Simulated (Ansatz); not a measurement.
Cartesian coordinates in Å:
```
O -0.980 0.877 0.825
Si -0.023 0.021 0.020
H 0.044 -1.460 0.110
H 0.959 0.562 -0.954
```

Total charge 0; spin multiplicity 1.

(1) List the r2SCAN/def2-TZVPP orbital energies in eV (the Gaussian-basis code of Ansatz). (An estimate is asked.)

## Answers

(1) Computed: Occupied: -1792.14, -514.92, -142.58, -97.60, -97.37, -97.34, -24.33, -13.44, -10.07, -8.82, -8.12, -7.08. Lowest empty: -2.87, -0.65, 0.67, 3.16, 3.80, 4.43, 4.51, 5.47.
